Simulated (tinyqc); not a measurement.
MP2 on RHF in the sto-3g basis, for BH3, spin multiplicity 1, step by step. One step of it, computed by the program tinyqc.

Task: Second-order Moller-Plesset energy. E2 = sum_ijab (ia|jb) [2 (ia|jb) - (ib|ja)] / (e_i + e_j - e_a - e_b) over occupied i, j and virtual a, b; the opposite-spin part is (ia|jb)^2 / denominator, the rest is same-spin, and SCS-MP2 scales them by 6/5 and 1/3.

orbital energies (hartree): MO1 -7.426791, MO2 -0.625714, MO3 -0.427426, MO4 -0.427399, MO5 0.243294, MO6 0.551884, MO7 0.648798, MO8 0.648874

Two-electron integrals over orbitals (pq|rs), unique and non-zero (hartree):
```
p,q,r,s,(pq|rs)
1,1,1,1,2.887206
2,1,1,1,-0.246768
2,1,2,1,0.033035
2,2,1,1,0.587949
2,2,2,1,-0.008139
2,2,2,2,0.429766
3,1,1,1,0.000099
3,1,2,1,-0.000010
3,1,2,2,0.000015
3,1,3,1,0.006873
3,2,1,1,3.50e-06
3,2,2,1,0.000007
3,2,2,2,0.000122
3,2,3,1,0.011480
3,2,3,2,0.116433
3,3,1,1,0.516683
3,3,2,1,-0.003241
3,3,2,2,0.420195
3,3,3,1,0.003521
3,3,3,2,0.063858
3,3,3,3,0.471031
4,1,4,1,0.006872
4,2,4,1,0.011475
4,2,4,2,0.116330
4,3,4,1,-0.003532
4,3,4,2,-0.063943
4,3,4,3,0.050012
4,4,1,1,0.516617
4,4,2,1,-0.003244
4,4,2,2,0.420053
4,4,3,1,-0.003525
4,4,3,2,-0.063911
4,4,3,3,0.371256
4,4,4,4,0.471086
5,1,1,1,-0.009240
5,1,2,1,0.001162
5,1,2,2,-0.000642
5,1,3,1,-6.14e-07
5,1,3,2,-1.26e-07
5,1,3,3,-0.000322
5,1,4,4,-0.000322
5,1,5,1,0.021867
5,2,1,1,0.005675
5,2,2,1,-0.000354
5,2,2,2,-0.000195
5,2,3,1,5.78e-08
5,2,3,2,-5.62e-07
5,2,3,3,-0.000366
5,2,4,4,-0.000366
5,2,5,1,0.021119
5,2,5,2,0.068452
5,3,1,1,-0.000006
5,3,2,1,2.71e-07
5,3,2,2,-2.01e-06
5,3,3,1,0.000131
5,3,3,2,-0.001178
5,3,3,3,-0.001159
5,3,4,4,0.001159
5,3,5,1,-0.000009
5,3,5,2,-0.000020
5,3,5,3,0.016031
5,4,4,1,0.000131
5,4,4,2,-0.001179
5,4,4,3,0.001161
5,4,5,4,0.016028
5,5,1,1,0.741790
5,5,2,1,-0.009480
5,5,2,2,0.454944
5,5,3,1,3.50e-06
5,5,3,2,0.000006
5,5,3,3,0.416761
5,5,4,4,0.416719
5,5,5,1,0.001215
5,5,5,2,0.006945
5,5,5,3,-0.000005
5,5,5,5,0.586802
6,1,1,1,-0.270692
6,1,2,1,0.037005
6,1,2,2,-0.008370
6,1,3,1,-0.000047
6,1,3,2,-0.000046
6,1,3,3,-0.003149
6,1,4,4,-0.003121
6,1,5,1,0.000573
6,1,5,2,-0.001050
6,1,5,3,-1.40e-07
6,1,5,5,-0.008106
6,1,6,1,0.041562
6,2,1,1,0.222243
6,2,2,1,-0.008936
6,2,2,2,0.046933
6,2,3,1,-0.000018
6,2,3,2,-0.000028
6,2,3,3,0.021338
6,2,4,4,0.021238
6,2,5,1,-0.001022
6,2,5,2,-0.000090
6,2,5,3,-4.80e-06
6,2,5,5,0.113963
6,2,6,1,-0.009113
6,2,6,2,0.073434
6,3,1,1,-0.000679
6,3,2,1,0.000018
6,3,2,2,-0.000209
6,3,3,1,0.003410
6,3,3,2,-0.044506
6,3,3,3,-0.042956
6,3,4,4,0.042802
6,3,5,1,4.53e-07
6,3,5,2,-0.000007
6,3,5,3,0.001336
6,3,5,5,-0.000351
6,3,6,1,9.13e-07
6,3,6,2,-0.000334
6,3,6,3,0.062830
6,4,4,1,0.003397
6,4,4,2,-0.044740
6,4,4,3,0.043053
6,4,5,4,0.001343
6,4,6,4,0.063187
6,5,1,1,-0.005389
6,5,2,1,-0.000099
6,5,2,2,-0.002343
6,5,3,1,-1.31e-06
6,5,3,2,-0.000010
6,5,3,3,-0.000934
6,5,4,4,-0.000922
6,5,5,1,0.022650
6,5,5,2,0.063350
6,5,5,3,-0.000071
6,5,5,5,-0.000247
6,5,6,1,-0.000888
6,5,6,2,-0.004417
6,5,6,3,0.000011
6,5,6,5,0.063447
6,6,1,1,0.592159
6,6,2,1,-0.010576
6,6,2,2,0.421605
6,6,3,1,-0.000060
6,6,3,2,-0.000565
6,6,3,3,0.417901
6,6,4,4,0.418520
6,6,5,1,-0.002060
6,6,5,2,-0.004220
6,6,5,3,0.000010
6,6,5,5,0.442440
6,6,6,1,-0.010608
6,6,6,2,0.027605
6,6,6,3,0.000166
6,6,6,5,-0.005347
6,6,6,6,0.434802
7,1,4,1,0.012202
7,1,4,2,0.018193
7,1,4,3,-0.005028
7,1,5,4,0.000247
7,1,6,4,0.005969
7,1,7,1,0.021807
7,2,4,1,0.007978
7,2,4,2,-0.000153
7,2,4,3,0.022459
7,2,5,4,0.001531
7,2,6,4,0.046389
7,2,7,1,0.013420
7,2,7,2,0.048989
7,3,4,1,0.002444
7,3,4,2,0.047186
7,3,4,3,-0.023885
7,3,5,4,-0.000914
7,3,6,4,-0.031915
7,3,7,1,0.004262
7,3,7,2,-0.010416
7,3,7,3,0.033573
7,4,1,1,0.208252
7,4,2,1,-0.005012
7,4,2,2,0.050876
7,4,3,1,0.002448
7,4,3,2,0.047194
7,4,3,3,0.052416
7,4,4,4,0.004729
7,4,5,1,-0.000025
7,4,5,2,0.002618
7,4,5,3,-0.000915
7,4,5,5,0.104236
7,4,6,1,-0.004846
7,4,6,2,0.071241
7,4,6,3,-0.031959
7,4,6,5,-0.001588
7,4,6,6,0.026964
7,4,7,4,0.106873
7,5,4,1,0.000459
7,5,4,2,0.003429
7,5,4,3,-0.001757
7,5,5,4,0.016154
7,5,6,4,-0.001550
7,5,7,1,0.000779
7,5,7,2,0.000394
7,5,7,3,0.001434
7,5,7,5,0.020788
7,6,4,1,0.012077
7,6,4,2,0.106567
7,6,4,3,-0.058939
7,6,5,4,-0.001552
7,6,6,4,-0.047756
7,6,7,1,0.019893
7,6,7,2,-0.005365
7,6,7,3,0.049962
7,6,7,5,0.003002
7,6,7,6,0.110136
7,7,1,1,0.666393
7,7,2,1,-0.009077
7,7,2,2,0.443665
7,7,3,1,0.000535
7,7,3,2,-0.029820
7,7,3,3,0.402279
7,7,4,4,0.470044
7,7,5,1,-0.000280
7,7,5,2,0.001263
7,7,5,3,0.001045
7,7,5,5,0.469274
7,7,6,1,-0.008671
7,7,6,2,0.051099
7,7,6,3,0.037176
7,7,6,5,-0.000970
7,7,6,6,0.446048
7,7,7,4,0.047375
7,7,7,7,0.512543
8,1,1,1,-0.000759
8,1,2,1,0.000110
8,1,2,2,-4.59e-06
8,1,3,1,0.012203
8,1,3,2,0.018198
8,1,3,3,0.004999
8,1,4,4,-0.005026
8,1,5,1,1.68e-06
8,1,5,2,-2.74e-06
8,1,5,3,0.000247
8,1,5,5,-0.000022
8,1,6,1,0.000060
8,1,6,2,-0.000060
8,1,6,3,0.005993
8,1,6,5,-4.47e-06
8,1,6,6,-0.000136
8,1,7,4,0.004253
8,1,7,7,0.001548
8,1,8,1,0.021806
8,2,1,1,0.000701
8,2,2,1,-0.000024
8,2,2,2,0.000151
8,2,3,1,0.007975
8,2,3,2,-0.000220
8,2,3,3,-0.022413
8,2,4,4,0.022556
8,2,5,1,-2.71e-06
8,2,5,2,1.72e-06
8,2,5,3,0.001532
8,2,5,5,0.000354
8,2,6,1,-0.000063
8,2,6,2,0.000113
8,2,6,3,0.046358
8,2,6,5,-0.000013
8,2,6,6,0.000119
8,2,7,4,-0.010202
8,2,7,7,0.028969
8,2,8,1,0.013414
8,2,8,2,0.049005
8,3,1,1,0.208220
8,3,2,1,-0.005015
8,3,2,2,0.050766
8,3,3,1,-0.002442
8,3,3,2,-0.047344
8,3,3,3,0.004646
8,3,4,4,0.052530
8,3,5,1,-0.000025
8,3,5,2,0.002619
8,3,5,3,0.000914
8,3,5,5,0.104210
8,3,6,1,-0.004823
8,3,6,2,0.071207
8,3,6,3,0.031627
8,3,6,5,-0.001579
8,3,6,6,0.027490
8,3,7,4,0.042386
8,3,7,7,0.069665
8,3,8,1,-0.004274
8,3,8,2,0.010748
8,3,8,3,0.107038
8,4,4,1,0.002458
8,4,4,2,0.047072
8,4,4,3,-0.023763
8,4,5,4,-0.000910
8,4,6,4,-0.031730
8,4,7,1,0.004286
8,4,7,2,-0.010268
8,4,7,3,0.030763
8,4,7,5,0.001431
8,4,7,6,0.049835
8,4,8,4,0.033391
8,5,1,1,-0.000013
8,5,2,1,-9.31e-08
8,5,2,2,-2.67e-06
8,5,3,1,0.000460
8,5,3,2,0.003430
8,5,3,3,0.001750
8,5,4,4,-0.001757
8,5,5,1,0.000064
8,5,5,2,0.000185
8,5,5,3,0.016153
8,5,5,5,1.26e-06
8,5,6,1,-4.58e-06
8,5,6,2,-0.000013
8,5,6,3,-0.001541
8,5,6,5,0.000121
8,5,6,6,-0.000031
8,5,7,4,0.001430
8,5,7,7,-0.000742
8,5,8,1,0.000779
8,5,8,2,0.000393
8,5,8,3,-0.001442
8,5,8,5,0.020786
8,6,1,1,-0.000148
8,6,2,1,-1.10e-07
8,6,2,2,0.000057
8,6,3,1,0.012081
8,6,3,2,0.106444
8,6,3,3,0.058584
8,6,4,4,-0.058728
8,6,5,1,-4.92e-06
8,6,5,2,-0.000015
8,6,5,3,-0.001544
8,6,5,5,-0.000045
8,6,6,1,-0.000060
8,6,6,2,-0.000066
8,6,6,3,-0.047266
8,6,6,5,-0.000021
8,6,6,6,-0.000609
8,6,7,4,0.049813
8,6,7,7,-0.030564
8,6,8,1,0.019900
8,6,8,2,-0.005255
8,6,8,3,-0.050114
8,6,8,5,0.002997
8,6,8,6,0.109788
8,7,4,1,0.000565
8,7,4,2,-0.029517
8,7,4,3,0.033763
8,7,5,4,0.001043
8,7,6,4,0.037302
8,7,7,1,0.001626
8,7,7,2,0.028780
8,7,7,3,-0.010986
8,7,7,5,-0.000732
8,7,7,6,-0.030388
8,7,8,4,-0.010872
8,7,8,7,0.034260
8,8,1,1,0.666398
8,8,2,1,-0.009078
8,8,2,2,0.443722
8,8,3,1,-0.000462
8,8,3,2,0.030435
8,8,3,3,0.470376
8,8,4,4,0.401904
8,8,5,1,-0.000280
8,8,5,2,0.001263
8,8,5,3,-0.001057
8,8,5,5,0.469283
8,8,6,1,-0.008664
8,8,6,2,0.051229
8,8,6,3,-0.037828
8,8,6,5,-0.000976
8,8,6,6,0.445711
8,8,7,4,0.069877
8,8,7,7,0.443524
8,8,8,1,-0.001487
8,8,8,2,-0.028680
8,8,8,3,0.046989
8,8,8,5,0.000754
8,8,8,6,0.031033
8,8,8,8,0.512897
```

Hartree-Fock energy = -26.03035703 hartree

Give: Terms; Pair energies; MP2 correlation energy; SCS-MP2 correlation energy; MP2 total energy.

Result:

Terms (the 40 largest of 136):
```
i,j,a,b,(ia|jb),(ib|ja),denominator,term
3,3,8,8,0.107,0.107,-2.153,-0.005
4,4,7,7,0.107,0.107,-2.152,-0.005
4,2,7,6,0.071,0.046,-2.254,-3.04e-03
2,4,6,7,0.071,0.046,-2.254,-3.04e-03
3,2,8,6,0.071,0.046,-2.254,-3.03e-03
2,3,6,8,0.071,0.046,-2.254,-3.03e-03
2,2,5,5,0.068,0.068,-1.738,-2.70e-03
2,2,6,6,0.073,0.073,-2.355,-2.29e-03
4,4,6,6,0.063,0.063,-1.959,-2.04e-03
3,3,6,6,0.063,0.063,-1.959,-2.02e-03
3,4,8,7,0.042,0.031,-2.152,-1.06e-03
4,3,7,8,0.042,0.031,-2.152,-1.06e-03
2,2,8,8,0.049,0.049,-2.549,-9.42e-04
2,2,7,7,0.049,0.049,-2.549,-9.42e-04
3,3,7,7,0.034,0.034,-2.152,-5.24e-04
4,4,8,8,0.033,0.033,-2.153,-5.18e-04
4,3,7,6,-0.032,-0.032,-2.056,-4.98e-04
3,4,6,7,-0.032,-0.032,-2.056,-4.98e-04
4,3,6,7,-0.032,-0.032,-2.056,-4.95e-04
3,4,7,6,-0.032,-0.032,-2.056,-4.95e-04
4,4,6,8,-0.032,-0.032,-2.056,-4.90e-04
4,4,8,6,-0.032,-0.032,-2.056,-4.90e-04
3,3,6,8,0.032,0.032,-2.056,-4.87e-04
3,3,8,6,0.032,0.032,-2.056,-4.87e-04
2,4,7,6,0.046,0.071,-2.254,-4.43e-04
4,2,6,7,0.046,0.071,-2.254,-4.43e-04
3,2,6,8,0.046,0.071,-2.254,-4.42e-04
2,3,8,6,0.046,0.071,-2.254,-4.42e-04
4,3,8,7,0.031,0.042,-2.152,-2.74e-04
3,4,7,8,0.031,0.042,-2.152,-2.74e-04
3,3,5,5,0.016,0.016,-1.341,-1.92e-04
4,4,5,5,0.016,0.016,-1.341,-1.92e-04
1,1,6,6,0.042,0.042,-15.957,-1.08e-04
1,2,5,5,0.021,0.021,-8.539,-5.22e-05
2,1,5,5,0.021,0.021,-8.539,-5.22e-05
3,2,8,8,0.011,0.011,-2.351,-4.91e-05
2,3,8,8,0.011,0.011,-2.351,-4.91e-05
2,3,7,7,-0.010,-0.010,-2.351,-4.61e-05
3,2,7,7,-0.010,-0.010,-2.351,-4.61e-05
2,4,7,8,-0.010,-0.010,-2.351,-4.51e-05
```

Pair energies (hartree; pair i-j sums ij and ji):
```
pair,opposite spin,same spin
1-1,-1.98e-04,0
2-1,-2.00e-04,-1.75e-10
2-2,-0.007,0
3-1,-2.10e-05,-2.59e-05
3-2,-0.007,-5.49e-04
3-3,-0.009,0
4-1,-2.10e-05,-2.59e-05
4-2,-0.007,-5.49e-04
4-3,-4.54e-03,-1.26e-04
4-4,-0.009,0
```

MP2 correlation energy = -0.04440 hartree

SCS-MP2 correlation energy = -0.05217 hartree

MP2 total energy = -26.07475 hartree
